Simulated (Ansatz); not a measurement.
Relaxation of CH$_{4}$BF (7 atoms, charge 0, multiplicity 1), to a largest force component of 0.03 eV/Å in at most 50 steps.

These are results of RKS r2SCANh-D4/def2-SVP in Ansatz 0.2.0, not measurements.

```xyz
7
Properties=species:S:1:pos:R:3
B -0.908 -0.361 0.182
H 1.183 0.249 1.170
C 1.866 0.083 0.321
H 1.765 -0.952 -0.025
H 1.628 0.775 -0.493
H 2.898 0.251 0.653
F -0.795 -0.045 -1.038
```

Problem. Where does it end, and by what steps?

Solution. The forces met the threshold. The force dipped under the threshold on the way, but the program's further checks kept it going. After 16 steps the energy has fallen by 0.124 eV; B1 moved furthest, 0.65 Å.

```json
{"step": "0", "energy less start (eV)": "0.0000", "largest force component (eV/Å)": "0.470", "accepted": "yes"}
{"step": "1", "energy less start (eV)": "-0.0701", "largest force component (eV/Å)": "0.761", "accepted": "yes"}
{"step": "2", "energy less start (eV)": "-0.0927", "largest force component (eV/Å)": "1.267", "accepted": "yes"}
{"step": "3", "energy less start (eV)": "-0.1199", "largest force component (eV/Å)": "0.453", "accepted": "yes"}
{"step": "4", "energy less start (eV)": "-0.1221", "largest force component (eV/Å)": "0.131", "accepted": "yes"}
{"step": "5", "energy less start (eV)": "-0.1228", "largest force component (eV/Å)": "0.072", "accepted": "yes"}
{"step": "6", "energy less start (eV)": "-0.1235", "largest force component (eV/Å)": "0.020", "accepted": "yes"}
{"step": "7", "energy less start (eV)": "-0.1236", "largest force component (eV/Å)": "0.061", "accepted": "yes"}
{"step": "8", "energy less start (eV)": "-0.1238", "largest force component (eV/Å)": "0.003", "accepted": "yes"}
{"step": "9", "energy less start (eV)": "-0.1238", "largest force component (eV/Å)": "0.057", "accepted": "yes"}
{"step": "10", "energy less start (eV)": "-0.1239", "largest force component (eV/Å)": "0.085", "accepted": "yes"}
{"step": "11", "energy less start (eV)": "-0.1240", "largest force component (eV/Å)": "0.036", "accepted": "yes"}
{"step": "12", "energy less start (eV)": "-0.1241", "largest force component (eV/Å)": "0.001", "accepted": "yes"}
{"step": "13", "energy less start (eV)": "-0.1240", "largest force component (eV/Å)": "0.132", "accepted": "no"}
{"step": "14", "energy less start (eV)": "-0.1241", "largest force component (eV/Å)": "0.033", "accepted": "yes"}
{"step": "15", "energy less start (eV)": "-0.1241", "largest force component (eV/Å)": "0.065", "accepted": "yes"}
{"step": "16", "energy less start (eV)": "-0.1242", "largest force component (eV/Å)": "0.017", "accepted": "yes"}
```

```xyz
7
Properties=species:S:1:pos:R:3
B -1.544 -0.284 0.059
H 1.370 0.227 1.224
C 2.028 0.113 0.355
H 1.908 -0.891 -0.068
H 1.771 0.862 -0.403
H 3.069 0.253 0.668
F -0.964 -0.280 -1.065
```

Whether the end is a true minimum wasn't checked by a vibrational analysis.

Run time: 45 s on 1 thread of Arm Neoverse V1 (shared host), peak memory 0.14 GiB.
